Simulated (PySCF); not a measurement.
Working out the electron affinity of C

C⁻ [He] 2s2 2p3 (4S) → C [He] 2s2 2p2 (3P). Computed with PySCF 2.14 in aug-cc-pCVTZ-DK with one added diffuse shell each of s, p, d, f type (8s7p5d3f, 75 functions), with scalar relativity by spin-free X2C-1e. Frozen: nothing. Energies in hartree (1 hartree = 27.21139 eV):

```
            part  C⁻ (lower)   C (upper)
             UHF  -37.723388  -37.706814
CCSD correlation   -0.162693   -0.136845
             (T)   -0.005191   -0.002514
```

**Question.** What does Hartree-Fock give?

**Answer.** (-37.706814) − (-37.723388) = 0.016574 hartree = 0.451 eV.

**Question.** What do CCSD and CCSD(T) give?

**Answer.** The CCSD correlation energies differ by 0.025848 hartree = 0.703 eV and the triples by 0.002677 hartree = 0.073 eV, so CCSD gives 1.154 eV and CCSD(T) 1.227 eV.

A first-order spin-orbit estimate adds -0.004 eV to CCSD(T) (valence and next inner shell), giving 1.223 eV against 1.262 eV (measured; photodetachment measurements, as compiled on the Wikipedia data page of electron affinities).

What remains against the reference includes basis incompleteness and higher excitations.
